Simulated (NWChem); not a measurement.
A series in which one site is exchanged, each optimised at PBE0/def2-SVP with NWChem, gas phase unless a solvent is named. For some, no frequency run checked for a minimum. def2 effective core potentials on Zr; no spin-orbit coupling.

A: CS(=O)C (C2H6OS; site = S)
B: [CH3][Zr]([CH3])=[O] (C2H6OZr; site = Zr)
C: [CH3][Ti]([CH3])=[O] (C$_{2}$H$_{6}$OTi; site = Ti)

Values for A:

| Quantity | Value |
|---|---|
| dipole (D), PBE0/def2-SVP | 3.95 |
| orbital gap (eV), PBE0/def2-SVP | 7.80 |
| static polarisability, PBE/def2-SVPD (bohr³) | 55.4 |
| lowest singlet excitation, PBE/def2-SVPD, TDA (eV) | 5.22 |

**Question.** How do these values change for the other members?

**Answer.** 
```tsv
change from A	B	C
dipole (D), PBE0/def2-SVP	+1.32	-0.07
orbital gap (eV), PBE0/def2-SVP	-2.96	-2.69
static polarisability, PBE/def2-SVPD (bohr³)	+21.8	+12.1
lowest singlet excitation, PBE/def2-SVPD, TDA (eV)	-2.30	-2.51
```
